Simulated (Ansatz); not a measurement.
# CH3BS: the cost of one run

All numbers are computed with the Python package of Ansatz 0.2.0. Level of theory: MP2/cc-pVDZ.

## (1) Starting point

Bond lengths: B1–C2 1.530 Å, C2–S3 1.408 Å, B1–H4 1.128 Å, B1–H5 1.247 Å, C2–H6 1.103 Å. Angles: B1–C2–S3 117.6°, B1–C2–H6 121.8°, S3–C2–H6 120.6°, C2–B1–H4 123.1°, C2–B1–H5 118.0°, H4–B1–H5 118.8°.

The script holds or builds the structure itself.

## (2) Script

ch3bs_dimer.py reads:

```python
'''Binding of a CH3BS dimer at a trial geometry.'''

import ansatz as az

FIRST = [
    ('B', (-0.5908, -0.2339, -0.4357)),
    ('C', (0.5609, 0.2776, 0.4313)),
    ('S', (1.4482, -0.6753, 0.966)),
    ('H', (-0.7415, -1.3252, -0.6799)),
    ('H', (-1.3839, 0.6038, -0.9096)),
    ('H', (0.7072, 1.3531, 0.6279)),
]
SECOND = [
    ('B', (2.477, -6.2017, -0.9798)),
    ('C', (2.68, -5.276, 0.2209)),
    ('S', (2.7417, -3.8916, -0.0256)),
    ('H', (2.3526, -5.8239, -2.0358)),
    ('H', (2.4256, -7.43, -0.7702)),
    ('H', (2.7649, -5.6674, 1.2487)),
]

def energy(atoms, ghosts=()):
    molecule = az.Crystal.molecule()
    for symbol, xyz in atoms:
        molecule = molecule.atom(symbol, xyz)
    calc = (
        molecule.calculation()
        .basis(gaussian='cc-pVDZ')
        .correlation('mp2')
    )
    deck = calc.input()
    if ghosts:
        deck = deck.set(az.key.basis.gaussian.ghost_atoms, [{'symbol': s, 'position_ang': list(xyz)} for s, xyz in ghosts])
    return az.Session.from_dict(deck).plan().execute().report['free_energy_ev']


def main() -> None:
    # ghost atoms carry the functions of the partner
    both = energy(FIRST + SECOND)
    alone = energy(FIRST) + energy(SECOND)
    ghosted = energy(FIRST, SECOND) + energy(SECOND, FIRST)
    print(f'dimer {both:.6f} eV')
    print(f'interaction, uncorrected   {23.060548 * (both - alone):8.3f} kcal/mol')
    print(f'interaction, counterpoise  {23.060548 * (both - ghosted):8.3f} kcal/mol')
    print(f'basis-set superposition    {23.060548 * (alone - ghosted):8.3f} kcal/mol')


if __name__ == '__main__':
    main()
```

## (3) The input behind the calls

The package turns the script's settings into the engine's input (first run):

```yaml
crystal:
  periodic: [false, false, false]
  atoms:
    - { symbol: B, position_ang: [-0.5908, -0.2339, -0.4357] }
    - { symbol: C, position_ang: [0.5609, 0.2776, 0.4313] }
    - { symbol: S, position_ang: [1.4482, -0.6753, 0.966] }
    - { symbol: H, position_ang: [-0.7415, -1.3252, -0.6799] }
    - { symbol: H, position_ang: [-1.3839, 0.6038, -0.9096] }
    - { symbol: H, position_ang: [0.7072, 1.3531, 0.6279] }
    - { symbol: B, position_ang: [2.477, -6.2017, -0.9798] }
    - { symbol: C, position_ang: [2.68, -5.276, 0.2209] }
    - { symbol: S, position_ang: [2.7417, -3.8916, -0.0256] }
    - { symbol: H, position_ang: [2.3526, -5.8239, -2.0358] }
    - { symbol: H, position_ang: [2.4256, -7.43, -0.7702] }
    - { symbol: H, position_ang: [2.7649, -5.6674, 1.2487] }
basis:
  gaussian:
    orbitals: cc-pVDZ
correlation:
  method: mp2
```

## (4) Running it

Run with:

```sh
$ python ch3bs_dimer.py
```

**Question.** How long does this script take on 1 thread of Arm Neoverse V1, shared host, and how much memory does it need?

About 8.9 s, with a peak of 0.3 GiB.
